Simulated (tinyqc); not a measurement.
Worked calculation: Hueckel theory of the pi electrons with the omega technique, for the molecule N=CN (SMILES; centres numbered as the heavy atoms are written). One step of it, computed by the program tinyqc.

Question. Orbitals, round 1. Diagonalise; E = alpha + x beta with beta < 0, so the largest x are filled first; degenerate levels share their electrons. P = sum n_i c_ri c_si; each orbital has its largest coefficient positive (the first on a tie).

Hueckel matrix in units of beta (H = alpha + beta A):
```
          1N        2C        3N
1N  0.530000  0.910000  0.000000
2C  0.910000  0.000000  0.900000
3N  0.000000  0.900000  1.510000
```

pi electrons, sum of z_r less the charge = 4

Give: x values; occupations; coefficients; charge and bond-order matrix P.

Answer.

x values: 2.0487  0.9011  -0.9099

occupations: 2.0000  2.0000  0.0000

coefficients:
```
       MO1      MO2      MO3
1N  0.2941   0.8085  -0.5097
2C  0.4909   0.3297   0.8064
3N  0.8201  -0.4874  -0.2999
```

charge and bond-order matrix P:
```
         1N      2C       3N
1N   1.4805  0.8220  -0.3057
2C   0.8220  0.6994   0.4837
3N  -0.3057  0.4837   1.8201
```
